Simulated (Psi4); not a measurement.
# A workflow on SiH (SMILES [SiH])

Wanted: a geometry optimisation (U-r2SCAN-3c/def2-mTZVPP), then the harmonic vibrations, then the energy (UCCSD(T)/def2-TZVP) of SiH. 

Program for the calculation: Psi4 1.11.

1 further run of the same task is left out (it didn't finish).

### Step 1. The molecule

SiH: 2 atoms, total charge 0, spin state doublet. SMILES: `[SiH]`. All atoms were displaced at random from a relaxed shape. The run starts from this shape.

Bond lengths: Si1–H2 1.589 Å.

### Step 2. A geometry optimisation at U-r2SCAN-3c/def2-mTZVPP (density fitting) (run 1)

Input file hsi.py:

```python
import psi4

psi4.set_memory(1600000000)
psi4.set_num_threads(1)
psi4.set_output_file('psi4.out', False)

m = psi4.geometry("""
0 2
Si    -0.011669     0.119347    -0.039181
H     -0.046468     0.100780     1.549062
symmetry c1
""")

psi4.set_options({
    'reference': 'uks',
    'geom_maxiter': 60,
    'level_shift': 0.3,
    'level_shift_cutoff': 1e-09,
    'd_convergence': 1e-06,
    'maxiter': 150,
})

E = psi4.optimize("r2scan-3c", molecule=m)
print(f'r2scan-3c energy: {E:.10f} Eh')
m.save_xyz_file('final.xyz', False)
for k, v in sorted(psi4.core.scalar_variables().items()):
    print(f'{k:45s} {v:18.10f}')
```

Command:

```console
$ python hsi.py
```

psi4.out:

```text
[...]
  Running in c1 symmetry.
[...]
  Nuclear repulsion =    4.663138764037122
[...]
  Multiplicity = 2
[...]
  Nalpha       = 8
  Nbeta        = 7
[...]
    Number of basis functions: 32
[...]
   @DF-UKS iter   1:  -289.93529547576520   -3.44818e-01   5.87487e-03 DIIS/ADIIS/SHIFT
[...]
   @DF-UKS iter   3:  -289.95305436343273   -3.59222e-09   9.09314e-07 DIIS/SHIFT
[...]
   @S^2 Observed:                7.593889908E-01
[...]
  @DF-UKS Final Energy:  -289.95305436343273
   => Energetics <=
    Nuclear Repulsion Energy =              4.8448219116085109
    One-Electron Energy =                -410.8653787149120831
    Two-Electron Energy =                 137.2103987061207135
    DFT Exchange-Correlation Energy =     -21.1432762184731757
    Empirical Dispersion Energy =           0.0003799522233413
    VV10 Nonlocal Energy =                  0.0000000000000000
    Total Energy =                       -289.9530543634327273
  UHF NO Occupations:
  HONO-2 :    6  A 1.9998121
  HONO-1 :    7  A 1.9954846
[...]
 Multipole Moments:
 ------------------------------------------------------------------------------------
     Multipole            Electronic (a.u.)      Nuclear  (a.u.)        Total (a.u.)
 ------------------------------------------------------------------------------------
 L = 1.  Multiply by 2.5417464519 to convert [e a0] to [Debye]
 Dipole X            :         -0.0000000           -0.0000000           -0.0000000
 Dipole Y            :          0.0000000            0.0000000            0.0000000
 Dipole Z            :         -1.2456914            1.3825312            0.1368398
 Magnitude           :                                                    0.1368398
[...]
  -Total Gradient:
     Atom            X                  Y                   Z
    ------   -----------------  -----------------  -----------------
       1       -0.000000000001     0.000000000000     0.000247257738
       2       -0.000000000000     0.000000000000     0.000096099397
[...]
    Final optimized geometry and variables:
    Molecular point group: c1
    Full point group: C_inf_v
    Geometry (in Angstrom), charge = 0, multiplicity = 2:
    SI           0.000000000000    -0.000000000000    -0.053170030516
    H           -0.000000000000     0.000000000000     1.475984412009
[...]
```

On the terminal:

```text
Optimizer: Optimization complete!
r2scan-3c energy: -289.9530543634 Eh
CURRENT ENERGY                                   -289.9530543634
CURRENT REFERENCE ENERGY                         -289.9530543634
DD SOLVATION ENERGY                                 0.0000000000
DFT FUNCTIONAL TOTAL ENERGY                      -289.9534343157
DFT TOTAL ENERGY                                 -289.9530543634
DFT VV10 ENERGY                                     0.0000000000
DFT XC ENERGY                                     -21.1432762185
DISPERSION CORRECTION ENERGY                       -0.0001134495
GRID ELECTRONS ALPHA                                8.0000000865
GRID ELECTRONS BETA                                 7.0000000895
GRID ELECTRONS TOTAL                               15.0000001760
NUCLEAR REPULSION ENERGY                            4.8448219116
ONE-ELECTRON ENERGY                              -410.8653787149
OPTIMIZATION ITERATIONS                             3.0000000000
PCM POLARIZATION ENERGY                             0.0000000000
PE ENERGY                                           0.0000000000
R2SCAN3C DISPERSION CORRECTION ENERGY              -0.0001134495
SCF ITERATION ENERGY                             -289.9530543634
SCF ITERATIONS                                      3.0000000000
SCF TOTAL ENERGY                                 -289.9530543634
TWO-ELECTRON ENERGY                               137.2103987061
XC GRID RADIAL POINTS                              75.0000000000
XC GRID SPHERICAL POINTS                          302.0000000000
XC GRID TOTAL POINTS                            43209.0000000000
```

Wall time 12 s (1 thread of Intel Xeon Platinum 8259CL at 2.50GHz (Skylake/Cascade Lake), shared host); peak memory 0.33 GiB.

The path in brief:

```csv
step,energy from the first frame kept (eV),largest force (eV/Å)
0,0.0000,0.7696
1,-0.0241,0.0362
2,-0.0241,0.0127
```

After the run. Bond lengths: Si1–H2 1.529 Å.

### Step 3. The harmonic vibrations at U-r2SCAN-3c/def2-mTZVPP (density fitting) (run 2)

Input file input.inp:

```
memory 1600 MB

molecule {
  0 2
  Si
  H 1 R2

  R2 = 1.529154
  symmetry c1
}

set {
  reference                  uks
  t                          600.0
  rotational_symmetry_number 1
}

result, w = frequencies("r2scan-3c", return_wfn=True)
print_variables()
```

Command:

```console
$ psi4 -i input.inp -o input.out -n 1
```

input.out:

```text
[...]
  Running in c1 symmetry.
[...]
  Nuclear repulsion =    4.844823313662326
[...]
  Multiplicity = 2
[...]
  Nalpha       = 8
  Nbeta        = 7
[...]
    Number of basis functions: 32
[...]
   @DF-UKS iter   1:  -289.93495100812174   -3.31800e-01   6.02437e-03 ADIIS/DIIS
[...]
   @DF-UKS iter  10:  -289.95305290717653   -6.48015e-12   8.73850e-09 DIIS
[...]
   @S^2 Observed:                7.593884692E-01
[...]
  @DF-UKS Final Energy:  -289.95305290717653
   => Energetics <=
    Nuclear Repulsion Energy =              4.8533376860585404
    One-Electron Energy =                -410.8831424031121173
    Two-Electron Energy =                 137.2202611334154767
    DFT Exchange-Correlation Energy =     -21.1438888830380591
    Empirical Dispersion Energy =           0.0003795594996353
    VV10 Nonlocal Energy =                  0.0000000000000000
    Total Energy =                       -289.9530529071765272
  UHF NO Occupations:
  HONO-2 :    6  A 1.9998134
  HONO-1 :    7  A 1.9954835
[...]
 Multipole Moments:
 ------------------------------------------------------------------------------------
     Multipole            Electronic (a.u.)      Nuclear  (a.u.)        Total (a.u.)
 ------------------------------------------------------------------------------------
 L = 1.  Multiply by 2.5417464519 to convert [e a0] to [Debye]
 Dipole X            :         -0.0000000            0.0000000           -0.0000000
 Dipole Y            :          0.0000000            0.0000000            0.0000000
 Dipole Z            :         -1.2407805            1.3801053            0.1393249
 Magnitude           :                                                    0.1393249
[...]
  -Total Gradient:
     Atom            X                  Y                   Z
    ------   -----------------  -----------------  -----------------
       1       -0.000000000001    -0.000000000000     0.001013180489
       2        0.000000000000    -0.000000000000    -0.000671700821
[...]
  ==> Harmonic Vibrational Analysis <==
[...]
  Freq [cm^-1]                2024.5734
[...]
  IR activ [km/mol]            234.6460
[...]
  Total E_0, Enthalpy at 0 [K]                                                         -289.94844200 [Eh]
[...]
  Total H, Enthalpy at  600.00 [K]                                                     -289.94171927 [Eh]
[...]
  Total G, Gibbs energy at  600.00 [K]                                                 -289.99045052 [Eh]
[...]
```

It took 48 s on 1 thread of Intel Xeon Platinum 8259CL at 2.50GHz (Skylake/Cascade Lake), shared host; peak memory 0.32 GiB.

### Step 4. A single-point energy at UCCSD(T)/def2-TZVP (run 3)

Input file hsi.xyz:

```xyz
2
HSi
Si    -0.011714     0.119323    -0.037110
H     -0.045208     0.101452     1.491573
```

Input file hsi.py:

```python
import psi4

psi4.set_memory('1600 MB')
psi4.set_num_threads(1)
psi4.set_output_file('psi4.out', False)

with open('hsi.xyz') as f:
    atoms = ''.join(f.readlines()[2:])
mol = psi4.geometry('0 2\n' + atoms + 'symmetry c1')

psi4.set_options({
    'reference': 'uhf',
    'scf_type': 'pk',
    'num_frozen_docc': 5,
})

e, wfn = psi4.energy('ccsd(t)/def2-TZVP', return_wfn=True)
print('E =', round(e, 9))
```

Command:

```console
$ python hsi.py
```

psi4.out:

```text
[...]
  Running in c1 symmetry.
[...]
  Nuclear repulsion =    4.844822298985758
[...]
  Multiplicity = 2
[...]
  Nalpha       = 8
  Nbeta        = 7
[...]
    Number of basis functions: 43
[...]
   @UHF iter   1:  -289.42298118304450   -6.01302e-01   3.41344e-03 DIIS/ADIIS
[...]
   @UHF iter  12:  -289.43389716475264   -3.46745e-12   4.84329e-09 DIIS
[...]
   @S^2 Observed:                7.726695616E-01
[...]
    Orbital Energies [Eh]
    ---------------------
    Alpha Occupied:
       1A    -68.806642     2A     -6.153355     3A     -4.263711
       4A     -4.253315     5A     -4.251658     6A     -0.655800
       7A     -0.388565     8A     -0.296903
    Alpha Virtual:
       9A     -0.000111    10A      0.148872    11A      0.264195
      12A      0.286496    13A      0.313703    14A      0.326128
      15A      0.329007    16A      0.335632    17A      0.338696
      18A      0.349528    19A      0.480272    20A      0.650702
      21A      1.150943    22A      1.155584    23A      1.177492
      24A      1.177647    25A      1.186159    26A      1.186208
[...]
  @UHF Final Energy:  -289.43389716475264
   => Energetics <=
    Nuclear Repulsion Energy =              4.8448222989857577
    One-Electron Energy =                -410.8348434000396878
    Two-Electron Energy =                 116.5561239363012476
    Total Energy =                       -289.4338971647526932
  UHF NO Occupations:
  HONO-2 :    6  A 1.9998029
  HONO-1 :    7  A 1.9888044
  HONO-0 :    8  A 1.0000000
  LUNO+0 :    9  A 0.0111956
  LUNO+1 :   10  A 0.0001971
[...]
 Multipole Moments:
 ------------------------------------------------------------------------------------
     Multipole            Electronic (a.u.)      Nuclear  (a.u.)        Total (a.u.)
 ------------------------------------------------------------------------------------
 L = 1.  Multiply by 2.5417464519 to convert [e a0] to [Debye]
 Dipole X            :          0.0000000            0.0000000            0.0000000
 Dipole Y            :          0.0000000           -0.0000000            0.0000000
 Dipole Z            :         -1.3073784            1.3825311            0.0751527
 Magnitude           :                                                    0.0751527
[...]
      * MP2 total energy                      = -289.510317674187604
[...]
      * CCSD total energy                     = -289.535083398697395
[...]
      * CCSD(T) total energy                     = -289.537966331226698
```

The script printed:

```text
E = -289.537966331
```

It took 5.7 s on 1 thread of Intel Xeon Platinum 8259CL at 2.50GHz (Skylake/Cascade Lake), shared host; peak memory 0.22 GiB.

### Step 5. Results

```
                                                                              quantity             value
                               run 1, U-r2SCAN-3c/def2-mTZVPP: total energy at the end     -289.95305 Eh
                                         run 1, U-r2SCAN-3c/def2-mTZVPP: dipole moment            0.35 D
                    run 1, U-r2SCAN-3c/def2-mTZVPP: HOMO energy (highest over α and β)          -4.82 eV
                                           run 1, U-r2SCAN-3c/def2-mTZVPP: bond length           1.529 Å
                                                  run 1, U-r2SCAN-3c/def2-mTZVPP: ⟨S²⟩             0.759
                                   run 2, U-r2SCAN-3c/def2-mTZVPP: harmonic wavenumber         2025 cm⁻¹
                                     run 2, U-r2SCAN-3c/def2-mTZVPP: zero-point energy       12.1 kJ/mol
run 2, U-r2SCAN-3c/def2-mTZVPP: ideal-gas entropy at 600 K (symmetry number 1 as used)  51.0 cal/(mol K)
                                               run 3, UCCSD(T)/def2-TZVP: total energy     -289.53797 Eh
 run 3, UCCSD(T)/def2-TZVP: HOMO energy (Hartree–Fock orbitals) (highest over α and β)          -8.08 eV
  run 3, UCCSD(T)/def2-TZVP: LUMO energy (Hartree–Fock orbitals) (lowest over α and β)           0.00 eV
                run 3, UCCSD(T)/def2-TZVP: correlation energy (5 core orbitals frozen)        -104.1 mEh
                                             run 3, UCCSD(T)/def2-TZVP: (T) correction         -2.88 mEh
                          run 3, UCCSD(T)/def2-TZVP: ⟨S²⟩ of the reference determinant             0.773
                                              run 3, UCCSD(T)/def2-TZVP: T1 diagnostic             0.027
```

What this shows: The optimisation (run 1, U-r2SCAN-3c/def2-mTZVPP) took 3 steps and changed the energy by -0.024 eV. The one mode (run 2, U-r2SCAN-3c/def2-mTZVPP) is real, so the shape is a minimum at this level. The triples (run 3, UCCSD(T)/def2-TZVP) make up 2.8 % of the correlation energy.
